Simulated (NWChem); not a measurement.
# Correlation energy of Be

```xyz
1

Be     0.0000     0.0000     0.0000
```
Charge 0, spin multiplicity 1.

The numbers come from NWChem runs, not from measurements.

Basis set: cc-pVTZ. Each correlation energy counts from its own Hartree-Fock reference.

The correlated methods keep 1 core orbital frozen. Coupled-cluster values serve here as a point of comparison, not as the truth.

| method | correlation energy (mHa) |
|---|---|
| MP2 | ___ |
| SCS-MP2 | ___ |
| CCSD | -45.6 |
| CR-CCSD[T] | -45.6 |
| CR-CCSD(T) | -45.6 |
| CCSDT | -45.6 |

Task: Complete the blanks.

Result: 
- MP2, correlation energy (mHa): -28.2
- SCS-MP2, correlation energy (mHa): -33.8
